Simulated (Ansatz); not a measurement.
**H₃O (doublet): wave-function methods side by side at distance H1–H2 along a hydrogen transfer = 0.900 Å, cc-pVDZ**

Aim: climb from Hartree-Fock through coupled cluster and multireference methods for H₃O (doublet) at one geometry and basis, and see what each rung misses.

Method: cc-pVDZ, core rule «outside noble gas», up to 1 orbitals frozen; program: Ansatz 0.2.0, Gaussian basis.

To be run: UHF; CCSD(T) on ROHF; CCSD(T) on UHF; BCCD(T) on ROHF; CISD; CCSDT(Q) on ROHF; CCSDT(Q) on UHF; CCSDTQ on ROHF; CCSDTQ on UHF; CASSCF and MRCISD+Q, 3 electrons in 3 orbitals; CASSCF and NEVPT2, 3 electrons in 3 orbitals; CASSCF and MRCISD+Q, 9 electrons in 7 orbitals; CASSCF and NEVPT4(SD), 9 electrons in 7 orbitals; CASSCF and NEVPT2, 9 electrons in 7 orbitals.

## Step 1: The system

The geometry derives from fragments relaxed apart (PBE0/def2-TZVP) and kept rigid, so it is no stationary point. A hydrogen atom is moved between rigid fragments.

4 atoms, charge 0, spin multiplicity 2.

Atoms are counted from 1 here; the program's logs count them from 0.

Bond lengths: H2–O3 1.052 Å, O3–H4 0.973 Å. Angles: H2–O3–H4 105.0°.

## Step 2: UHF

Input file in.yaml:

```yaml
crystal:
  periodic: [false, false, false]
  atoms:
    - {symbol: H, position_ang: [-1.806179, 0.049803, 0.000000]}
    - {symbol: H, position_ang: [-0.906179, 0.049803, 0.000000]}
    - {symbol: O, position_ang: [0.145821, 0.049803, 0.000000]}
    - {symbol: H, position_ang: [0.397680, -0.890147, 0.000000]}
basis:
  gaussian: {orbitals: cc-pVDZ}
magnetization: {spin_polarized: true, initial_magnetization: 1}
hamiltonian: {xc: hf}
output: {orbitals: {seedname: orbitals}}
```

Command:

```console
$ ansatz run in.yaml --threads 1 --pin off --events-out ev --progress --plain --max-ram 4096MiB --backend cpu
```

After this run come: CCSD(T) on ROHF; CCSD(T) on UHF; BCCD(T) on ROHF; CISD; CCSDT(Q) on ROHF; CCSDT(Q) on UHF; CCSDTQ on ROHF; CCSDTQ on UHF; CASSCF and MRCISD+Q, 3 electrons in 3 orbitals; CASSCF and NEVPT2, 3 electrons in 3 orbitals; CASSCF and MRCISD+Q, 9 electrons in 7 orbitals; CASSCF and NEVPT4(SD), 9 electrons in 7 orbitals; CASSCF and NEVPT2, 9 electrons in 7 orbitals.

Q: Predict the results of all the runs planned. Wanted: UCCSDTQ below the RHF energy; RMP2 from UCCSDTQ; UMP2 from UCCSDTQ; RCCSD from UCCSDTQ; RCCSD(T) from UCCSDTQ; UCCSD(T) from UCCSDTQ; RCCSDT(Q) from UCCSDTQ; UCCSDT(Q) from UCCSDTQ; NEVPT2 pair from UCCSDTQ.

**Answer**, as computed:

```
                         quantity                                                                                         value
     UCCSDTQ below the RHF energy                                                                                    -6.4521 eV
                RMP2 from UCCSDTQ                                                                                    +443.0 meV
                UMP2 from UCCSDTQ                                                                                    +510.2 meV
               RCCSD from UCCSDTQ                                                                                    +134.7 meV
            RCCSD(T) from UCCSDTQ                                                                                     +22.8 meV
            UCCSD(T) from UCCSDTQ                                                                                     +21.7 meV
           RCCSDT(Q) from UCCSDTQ                                                                                      -0.9 meV
           UCCSDT(Q) from UCCSDTQ                                                                                      -1.0 meV
         NEVPT2 pair from UCCSDTQ                                                                                    +435.1 meV
       MRCISD+Q pair from UCCSDTQ                                                                                     +52.9 meV
      NEVPT2 valence from UCCSDTQ                                                                                    +707.0 meV
levels within 1 kcal/mol (43 meV)  RCCSD(T), UCCSD(T), BCCD(T), RCCSDT, UCCSDT, RCCSDT(Q), UCCSDT(Q), RCCSDTQ, MRCISD+Q valence
                    T1 diagnostic                                                                                         0.024
   effectively unpaired electrons                                                                                          1.01
```

What this shows: RCCSD(T) misses by +22.8 meV, 0.4 % of the correlation energy. One determinant dominates. Of the multireference levels listed MRCISD+Q valence comes nearest in total energy (+21.2 meV), which doesn't show that its space is the better one. These misses are within one basis, not against nature; the frozen cores of restricted and unrestricted runs differ, which can shift their rows.
